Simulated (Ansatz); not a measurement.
Input for Ansatz (development build ahead of 0.2.0):

```yaml
crystal:
  periodic: [false, false, false]
  atoms:
    - { symbol: O, position_ang: [0.0, 0.0, -0.66054] }
    - { symbol: O, position_ang: [0.0, 0.0, 0.66054] }
basis:
  gaussian: { orbitals: def2-SVP }
total_charge: -1
magnetization:
  initial_magnetization: 1
hamiltonian:
  xc: hf
correlation:
  method: mp2
  frozen_orbitals: { O: 1 }
```

The input is written out in the form of the current development build from the run's settings. Correlation on restricted open-shell orbitals is semicanonical, with singles.

Output:

| Property | Result |
| --- | --- |
| Converged | yes |
| Reference energy | -149.43053 hartree |
| Correlation energy | -0.37038 hartree |
| Total energy | -149.80091 hartree |
| Spin squared of the determinant | 0.750 |
| Stability test | minimum among restricted orbitals |
| Occupied orbitals by symmetry in an Abelian subgroup (alpha; beta) | 3 Ag 2 B1u 1 B2g 1 B2u 1 B3g 1 B3u; 3 Ag 2 B1u 1 B2g 1 B2u 1 B3u |

Messages of the program:
```
mean field -4066.21182721 eV, -149.4305284724 hartree, gradient 2.2e-6 eV, S^2 0.750000; 4 other ends of a descent, 0 dependent functions left out
```

Caution: no diffuse functions for an anion.
